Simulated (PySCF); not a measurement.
H₃PO: from structure and modes to constants

All numbers come from PySCF, PBE0, basis P def2-TZVP, O def2-TZVP, H def2-TZVP (no relativity, density fitting).

The singlet minimum has C3v symmetry. Masses (u): P 30.97376, O 15.99492, H 1.00782.

```xyz
5
charge 0 multiplicity 1, angstrom
P     0.0000    0.3533    0.2500
O     0.0000   -0.8501   -0.6016
H     1.0927    0.5136    1.1363
H    -1.0927    0.5136    1.1363
H     0.0000    1.6069   -0.4086
```

Harmonic wavenumbers (cm⁻¹): 845.8 (e, ×2), 1119.3 (e, ×2), 1154.5 (a1, ×1), 1281.2 (a1, ×1), 2410.7 (e, ×2), 2423.8 (a1, ×1).

Q: Find the principal moments of inertia and the rotational constants. What kind of rotor is it?

A: About the centre of mass I = 4.8138, 29.053, 29.053 u Å². With B = 16.8576/I this gives 3.502, 0.5802, 0.5802 cm⁻¹. The molecule is a prolate symmetric top.

Q: Give the standard entropy (298.15 K, 1 bar) by its translational, rotational, vibrational and spin parts, and Cp.

A: Sackur–Tetrode with M = 49.99 u gives 157.6; rotation with symmetry number 3 gives 73.9; vibration 2.3; spin R ln 1 = 0.0. The total is 233.8 J/(mol K), and Cp = 4 R + 8.7 = 42.0 J/(mol K).

This need not be the most stable arrangement of these atoms.
